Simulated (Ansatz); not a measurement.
Start from Ir in the fcc (Cu type) structure (space group Fm-3m, No. 225; a = 3.8305 Å).

The values are results of DFT with PBEsol, PAW potentials and a 420 eV plane-wave cutoff in Ansatz (an electronic-structure program), no SOC, not measurements.

Modification: every Ir is replaced by Pt; the structure is relaxed again.

Measured lattice parameter a: Ir 3.831 Å (static lattice; corrected from measurement; as listed in Daniel Mejia-Rodriguez, S. B. Trickey, Phys. Rev. B (2018)); Pt 3.913 Å (static lattice; corrected from measurement; as listed in Daniel Mejia-Rodriguez, S. B. Trickey, Phys. Rev. B (2018)).

Question: How well does PBEsol reproduce the measured shift?

Answer: With PBEsol the lattice parameter a moves by +0.088 Å (3.830 → 3.918) against +0.082 Å measured.

Whether these cells are dynamically stable was not tested. All final runs are without spin polarisation. Pt lies near a magnetic instability that expansion can trigger; it was not tested.
